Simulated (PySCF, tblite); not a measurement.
**C₃H₂Cl radical: geometry, infrared bands and EPR parameters**

What infrared bands and EPR parameters should C₃H₂Cl radical (`[C]#CCCl`) show?

The runs use tblite 0.8.0 and PySCF 2.14.0, with density-fitted response routines of our own; the level of theory stands in each step. All values are computed, except where a source is named. Atoms are numbered from 0 throughout.

### 1 The starting structure

6 atoms, charge 0, multiplicity 2; geometry from: force field or distance geometry start.

Bonds of the start (Å): C0–C1 1.21, C1–C2 1.47, C2–Cl3 1.80, C2–H4 1.11, C2–H5 1.11.

### 2 Relaxing the molecule with GFN2-xTB

The job: settings as JSON, then the geometry in Å.

```
{"job": {"kind": "relax", "xc": "GFN2-xTB", "basis": "xTB"}, "charge": 0, "multiplicity": 2}
C      2.185700     0.225000    -0.037400
C      0.988900     0.047500    -0.018400
C     -0.459100    -0.181800     0.009000
Cl    -1.294100     1.410800     0.008200
H     -0.673000    -0.767000     0.928600
H     -0.745300    -0.732500    -0.911700
```

Launch:

```console
OMP_NUM_THREADS=1 python probes_run.py task.json out
```

This one command runs all jobs of the session in turn.

The program printed:

```text
step      E/eV     max force
  0    -320.86891    1.601
  1    -320.84668    3.813
  2    -320.90230    0.382
  3    -320.90823    0.259
  4    -320.91270    0.221
  5    -320.91414    0.146
  6    -320.91592    0.121
  7    -320.91643    0.083
  8    -320.91665    0.038
  9    -320.91672    0.028
 10    -320.91678    0.027
 11    -320.91683    0.028
 12    -320.91685    0.016
 13    -320.91686    0.005
```

Run time: 0.06 s. Hardware: 1 thread of Arm Neoverse N1, shared host.

Step by step: (the energy doesn't fall at every step)

```csv
step,energy from step 0 (eV),largest force (eV/Å)
0,0.0000,1.6013
1,0.0222,3.8134
2,-0.0334,0.3817
3,-0.0393,0.2587
4,-0.0438,0.2207
5,-0.0452,0.1455
6,-0.0470,0.1213
7,-0.0475,0.0833
8,-0.0477,0.0378
9,-0.0478,0.0282
10,-0.0479,0.0268
11,-0.0479,0.0284
12,-0.0479,0.0159
13,-0.0479,0.0051
```

Close pairs (by a distance rule), those that changed most:

```csv
bond,before (Å),after (Å),change (Å)
C2–H4,1.111,1.091,-0.020
C2–H5,1.110,1.091,-0.020
C0–C1,1.210,1.195,-0.015
C2–Cl3,1.798,1.786,-0.012
C1–C2,1.466,1.456,-0.010
```

The next job starts from the end point, and lists it.

### 3 Infrared spectrum with GFN2-xTB

The job: settings as JSON, then the geometry in Å.

```
{"job": {"kind": "ir", "xc": "GFN2-xTB", "basis": "xTB"}, "charge": 0, "multiplicity": 2}
C      2.184709     0.226734    -0.039278
C      1.004858     0.035916    -0.026302
C     -0.434426    -0.184108     0.003014
Cl    -1.303536     1.376146     0.025981
H     -0.705659    -0.728753     0.908269
H     -0.742824    -0.723945    -0.893257
```

The program printed:

```text
mode    cm-1     km/mol
  1     156.1      3.63
  2     182.5      0.76
  3     330.1      3.75
  4     681.9      5.74
  5     838.7     15.95
  6     957.6     14.91
  7    1080.1      4.46
  8    1186.9     15.45
  9    1374.4      0.54
 10    2301.9      2.30
 11    2961.0      0.02
 12    2964.3      0.03
```

Wall time 0.12 s (1 thread of Arm Neoverse N1, shared host).

The strongest bands and the atoms that carry them (share of the mass-weighted mode):

```csv
cm⁻¹,km/mol,atoms
156,3.6,"C0 50 %, C1 20 %, Cl3 19 %"
330,3.8,"C1 64 %, Cl3 21 %"
682,5.7,"C2 66 %, Cl3 26 %"
839,15.9,"H5 34 %, H4 34 %, C2 27 %"
958,14.9,"C2 51 %, C0 24 %, C1 13 %"
1080,4.5,"H5 49 %, H4 49 %"
1187,15.4,"H4 42 %, H5 41 %, C2 16 %"
2302,2.3,"C1 56 %, C0 43 %"
```

### 4 g tensor and hyperfine couplings: B3LYP/pcH-1

Settings changed since step 3:

```diff
@@ -1,2 +1,2 @@
-{"job": {"kind": "ir", "xc": "GFN2-xTB", "basis": "xTB"}, "charge": 0, "multiplicity": 2}
+{"job": {"kind": "epr", "basis": "pcH-1"}, "charge": 0, "multiplicity": 2}
 C      2.184709     0.226734    -0.039278
```

Level: UKS B3LYP, pcH-1 on C Cl H, non-relativistic, mean-field spin-orbit, GIAO.

The program printed:

```text
UKS, coarse grid
  cycle   1  E = -575.45804006  |g| = 3.02e-01
  cycle   2  E = -575.19166438  |g| = 7.30e-01
  cycle   3  E = -575.49698943  |g| = 2.01e-01
  cycle   4  E = -575.51912721  |g| = 4.43e-02
  cycle   5  E = -575.52208435  |g| = 2.42e-02
  cycle   6  E = -575.52358830  |g| = 2.67e-02
  cycle   7  E = -575.52485470  |g| = 2.75e-02
  cycle   8  E = -575.52682552  |g| = 2.99e-02
  cycle   9  E = -575.52838312  |g| = 2.77e-02
  cycle  10  E = -575.53046313  |g| = 2.29e-02
  cycle  11  E = -575.53287207  |g| = 1.25e-02
  cycle  12  E = -575.53384079  |g| = 6.97e-03
  cycle  13  E = -575.53356850  |g| = 2.00e-02
  cycle  14  E = -575.53464212  |g| = 1.40e-02
  cycle  15  E = -575.53468761  |g| = 7.02e-03
  cycle  16  E = -575.53476369  |g| = 4.11e-03
  cycle  17  E = -575.53483188  |g| = 1.07e-03
  cycle  18  E = -575.53485605  |g| = 6.09e-04
  cycle  19  E = -575.53485845  |g| = 5.70e-04
UKS, final grid
  cycle   1  E = -575.53485729  |g| = 1.11e-03
  cycle   2  E = -575.53485448  |g| = 2.65e-03
  cycle   3  E = -575.53485799  |g| = 1.44e-04
  cycle   4  E = -575.53485802  |g| = 8.66e-05
  cycle   5  E = -575.53485807  |g| = 5.17e-05
  cycle   6  E = -575.53485808  |g| = 3.18e-05
  cycle   7  E = -575.53485809  |g| = 2.61e-05
internal stability: stable
E = -575.53485809 Eh   <S^2> = 0.7716 (exact 0.7500)
g shifts (ppm)      1          2          3
  rmc          -172       -172       -172
  gc             11         19         12
  oz_so        -331          5        442
  total        -492       -148        282
hyperfine (MHz)  atom isotope    a_iso     a_fc   dipolar eigenvalues
    0   13C    1083.88    1084.06    -53.15    -52.50    105.65
    1   13C     208.76     208.81    -25.47    -25.17     50.64
    2   13C      16.47      16.43     -2.95     -2.16      5.11
    3  35Cl      -4.17      -4.15     -4.27      1.02      3.24
    4    1H     -14.19     -14.20     -1.93     -1.01      2.94
    5    1H     -13.25     -13.26     -1.91     -0.91      2.82
```

Wall time 47 s (1 thread of Arm Neoverse N1, shared host); peak memory 0.42 GiB.

Principal g values 2.00183, 2.00217, 2.00260; g(iso) = 2.00220, against 2.00232 for a free electron.

Hyperfine couplings; where a row names several nuclei, a(iso) is their mean (it holds for fast rotation or exchange) and the dipolar term the largest among them:

```csv
nuclei,isotope,a(iso) (MHz),"a(iso) (G, at g = 2.0023)",largest dipolar term (MHz)
C0,13C,1083.9,386.8,105.7
C1,13C,208.8,74.5,50.6
C2,13C,16.5,5.9,5.1
"H4, H5",1H,-13.7,-4.9,2.9
Cl3,35Cl,-4.2,-1.5,-4.3
```

Mulliken spin populations:

```csv
atom,value (e)
C0,1.19
C1,-0.21
C2,0.03
Cl3,0.00
H4,-0.01
H5,0.00
```

In first order the couplings over 0.8 MHz of 1H, 35Cl give 12 distinct lines over 14.3 G, if the averaged nuclei exchange fast.

Orbitals, density, ELF and potential are computed afterwards from the orbital file.

ELF in a plane through or near 4 of the atoms.

Ten even steps from ' ' (0.00) to '@' (0.92):
```
                                                        
                                                        
                            ::::::::..                  
                          ..++####**++--..              
                ..        ::##%%@@%%##++==::            
        ..::--==----..    ..%%@@%%====%%##++::..        
      ..++**######**++--    ##@@..####%%@@##++::        
    ..==%%@@@@%%%%%%%%##--..--##::--..@@@@%%++--        
    ::**@@@@@@::--@@%%++##**++%%@@####%%%%##==::        
    --**@@@@%%**==%%::##%%@@--::##++======--::          
    ::**@@@@@@--++%%::==%%@@**@@====::......            
    ..--##%%%%%%%%%%##**%%##::::##++::                  
      ..--++****######++--::==****==::                  
          ..::--======::    ::--::..                    
              ........                                  
                                                        
                                                        
                                                        
                                                        
                                                        
```
The map spans 9.6 Å across and 7.9 Å up, centred on the molecule. Atoms in the plane (x, y in Å): C0 (-2.2, 0.3), C1 (-1.0, 0.1), C2 (0.4, -0.2), Cl3 (1.3, 1.3).

On the surface of density 0.002 e/bohr³ the electrostatic potential runs, from the 1st to the 99th percentile, from -0.65 V near Cl3 to 1.40 V near H4.

The spin density lies nearest to C0 83 %; C1 13 % (beta excess).

### 5 What came out

| quantity | value |
| --- | --- |
| strongest single infrared mode (GFN2-xTB) | 839 cm⁻¹, 16 km/mol |
| zero-point energy (GFN2-xTB) | 21.5 kcal/mol |
| g(iso) (B3LYP) | 2.00220 |
| ⟨S²⟩ | 0.772 (exact 0.75) |
| largest a(iso) (averaged by class) | 13C on C0, 1083.9 MHz |
| surface potential, 1st and 99th percentile | -0.65 V and 1.40 V |

In words: The optimisation took 13 steps and gained 0.048 eV; among the close pairs (by a distance rule), C2–H4 changed most, from 1.111 to 1.091 Å. All 12 modes are real, so the xTB geometry is a minimum. The strongest single mode, at 839 cm⁻¹, is spread over several atoms, H5, H4, C2 among them. Unscaled tight-binding wavenumbers are off by several per cent, some by more. Its intensities can rank the bands wrongly. C0 carries the largest spin population, 1.19 e. The isotropic g lies 0.1 ppt below the free-electron value.
